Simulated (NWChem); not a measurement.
**Total energies of Cl$_{2}$ (+1)**

```xyz
2

Cl     0.0000     0.0000     0.9799
Cl     0.0000     0.0000    -0.9799
```
Charge +1, spin multiplicity 2.

The numbers come from NWChem runs, not from measurements. The geometry was optimised at UPBE/def2-SVP, a minimum by its harmonic frequencies.

Basis set: cc-pVDZ (36 functions).

```tsv
method	total energy (Ha)
UHF	-918.54798
UMP2	-918.81793
UB2PLYP	-919.65626
UPBE	-919.58089
UB3LYP	-919.97499
UTPSS	-919.99357
```

Total energies of different functionals aren't comparable as a measure of quality: only differences taken within one method are. 

The correlated methods keep 10 core orbitals frozen. B3LYP has NWChem's definition, with VWN1-RPA local correlation. The structure started from a generated list of species. The unpaired electrons of the parent sit in orbitals of symmetry b3g (D2h labels of the run); other states weren't searched. The stability of the SCF solutions was not checked. Open-shell Hartree-Fock references start from PBE0 orbitals.
